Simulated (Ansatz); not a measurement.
Results of PBE0-D3(BJ) (Ansatz, an electronic-structure program, PAW) for litharge PbO.

The cell is the one relaxed with PBE-D3(BJ): a = 4.0344 Å, b = 4.0344 Å, c = 4.9940 Å, α = 90.00°, β = 90.00°, γ = 90.00°.

**Question.** Estimate the interlayer binding energy that the calculation returns.

**Answer.** 
- interlayer binding energy = 29.1 meV/Å²

Spin–orbit coupling is not included; it can shift volumes and moduli of such heavy elements.

The computed numbers hold no vibrational or temperature effects.

Computing time: roughly 10 core-minutes.
